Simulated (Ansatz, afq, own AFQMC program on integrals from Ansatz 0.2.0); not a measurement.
# GeH⁻, singlet: AFQMC among the cluster methods

```xyz
2

Ge    0.0000    0.0000    0.0000
H     0.0000    0.0000    3.0260
```

Basis aug-cc-pVDZ. Noble-gas cores (and the filled d shells of Ga–Kr and In–Xe) are frozen. Ansatz 0.2.0 and our own AFQMC program on the same integrals; the CISD trial comes from CCSD amplitudes, and released means the phaseless constraint is let go. Error bars are statistical, one sigma. No spin–orbit coupling.

Determinant: RHF, the one that the program's search chose, which needn't be the lowest solution. The geometry is a point of a scan.

Full CI on the same integrals is exact in this basis and with this determinant's frozen core.

Cautions: no relativity below Rb; no spin-orbit coupling; inner d shell frozen; higher spins were not checked; restricted determinant unstable towards unrestricted (UHF 1.40 eV lower, ⟨S²⟩ 1.72); strong correlation (T1 0.055, weight of the determinant 0.76, largest double 0.24); the CCSDT(Q) amplitudes may be one of several solutions (largest double 0.68); the CCSDTQ amplitudes may be one of several solutions (largest double 0.76); the released energies are still falling, so no released level is given (meV from the phaseless value at times in 1/Eh: -8 ± 6 at 0.24, -17 ± 5 at 0.51, -22 ± 4 at 0.99, -37 ± 6 at 1.62, -46 ± 7 at 2.40); the determinant fills πx and πy unequally, so it mixes two states of the linear molecule, and each level undoes that mixture to a different degree, while full CI gives the lower state, and by Hund's rule a triplet of that filling probably lies lower still; CCSDTQ on the UHF determinant differs (859 meV lower), perhaps since the unrestricted series falls towards higher spin.

```
T1 diagnostic                               : 0.0549
weight of the determinant in the CISD state : 0.763
size of the correlated space                : 6 electrons in 31 orbitals
```

Reference: full CI, correlation energy -3.715 eV. The cautions show a poor starting determinant, so the rows tell how each method copes with it here, and full CI is the sure value.

```tsv
level	E − E(reference) (kcal/mol)	share of correlation (%)
HF	85.68	0.00
MP2	31.28	63.49
CCSD	8.51	90.07
CCSD(T)	4.16	95.15
CCSDT	0.88	98.98
CCSDT(Q)	-0.19	100.23
CCSDTQ	0.07	99.91
ph-AFQMC/CISD	4.49 ± 0.12	94.75
```

CCSDT and higher add their correlation energy to the determinant of the CCSD(T) run, since their own runs factorise the integrals more tightly (a shift of under 2 meV).
